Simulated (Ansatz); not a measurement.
A calculation with Ansatz (development build ahead of 0.2.0).

```yaml
crystal:
  periodic: [false, false, false]
  atoms:
    - { symbol: C, position_ang: [0.0, 0.0, -1.4267] }
    - { symbol: C, position_ang: [0.0, 0.0, 0.0] }
    - { symbol: C, position_ang: [0.0, 0.0, 1.4267] }
basis:
  gaussian: { orbitals: def2-SVP }
magnetization:
  spin_polarized: true
hamiltonian:
  xc: hf
correlation:
  method: mp2
  frozen_orbitals: { C: 1 }
scf:
  omitted_lower_state_checks: [stability, starts, atomic_configurations, cluster_reference, orbital_swaps, given_window_search, neighbouring_geometries, increment]
```

The input is written out in the form of the current development build from the run's settings.

The run gave:

```yaml
Converged: yes
Reference_energy: -113.20806 hartree
Correlation_energy: -0.35330 hartree
Total_energy: -113.56136 hartree
Spin_squared_of_the_determinant: 0.000
Occupied_orbitals_by_symmetry_in_an_Abelian_subgroup_alpha;_beta: 4 Ag 3 B1u 1 B2u 1 B3u; 4 Ag 3 B1u 1 B2u 1 B3u
```

Messages of the program:
```
mean field -3080.54818191 eV, -113.2080576147 hartree, gradient 1.8e-6 eV, S^2 0.000000; 0 other ends of a descent, 0 dependent functions left out
```

The reference isn't the lowest determinant (another lies 0.31 eV lower), but the same method gives a higher total on the lower determinant.
